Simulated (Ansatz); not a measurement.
## Ansatz (development build ahead of 0.2.0) run

```yaml
crystal:
  periodic: [false, false, false]
  atoms:
    - { symbol: Li, position_ang: [0.0, 0.0, 0.0] }
    - { symbol: H, position_ang: [2.2669, 0.0, 1.90215] }
    - { symbol: H, position_ang: [-2.2669, 0.0, 1.90215] }
basis:
  gaussian: { orbitals: "6-31G" }
total_charge: -1
magnetization:
  initial_magnetization: 2
hamiltonian:
  xc: hf
correlation:
  method: fci
  frozen_orbitals: { H: 0, Li: 0 }
```

The input is written out in the form of the current development build from the run's settings.

Results

```
Converged    : yes
Total energy : -8.46620 hartree
State        : lowest triplet root, of any spatial symmetry
```

Caution: no diffuse functions for an anion.
